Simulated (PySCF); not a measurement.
# Property card for `c1ccsc1`

Compound: C4H4S.
Z-matrix (Å and degrees, GFN2-xTB geometry), rows numbered from 1:
```
C 
C   1  1.4146
C   2  1.3560  1  112.49
S   3  1.7194  2  112.03  1    -0.01
C   1  1.3559  2  112.47  3    -0.01
H   1  1.0752  2  123.74  3  -179.96
H   2  1.0752  1  123.78  3  -179.99
H   3  1.0718  2  128.63  1   179.96
H   5  1.0715  1  128.58  2  -179.99
```

Structural features include: aromatic ring with sulfur.

From GFN2-xTB geometry:

- Point group of the GFN2-xTB geometry: C2v
- Rotational constants A, B, C of the GFN2-xTB geometry: 8.185, 5.414, 3.258 GHz

From PBE0/pcSseg-1 ground state and GIAO shieldings, non-relativistic (PySCF):

- Dipole moment: 0.52 D
- HOMO energy: -6.96 eV
- LUMO energy: -0.39 eV
- HOMO–LUMO gap: 6.57 eV
- Lowest Hirshfeld atomic charge: -0.09 e on C3/C5
- Highest Hirshfeld atomic charge: +0.10 e on S4
- 13C chemical shifts (computed TMS as zero) by class: 133.8 (C3/C5), 130.8 (C1/C2) ppm
- 1H chemical shifts (computed TMS as zero) by class: 7.27 (H6/H7), 7.22 (H8/H9) ppm
- Isotropic shieldings of nuclei other than C and H, by class: 278 (S4) ppm
- Mayer bond orders between heavy atoms: C1–C2 1.27, C2–C3 1.59, C3–S4 1.18, S4–C5 1.18, C5–C1 1.59

Monoisotopic mass (most abundant isotopes): 84.0034 u.

With B = h/(8π²I), that is 505.379 GHz u Å² over I, the principal moments of inertia are 61.7, 93.4 and 155.1 u Å² (most abundant isotopes). Point group C2v permits a dipole; with 0.52 D the species has a pure rotational spectrum. The rotational constants make it an asymmetric top with κ = (2B − A − C)/(A − C) = -0.12, nearer the prolate limit (−1). The dipole matches unit charges of opposite sign 0.11 Å apart (1 e·Å = 4.8032 D).

Geometry: GFN2-xTB; no solvent, vibrations or thermal averaging.
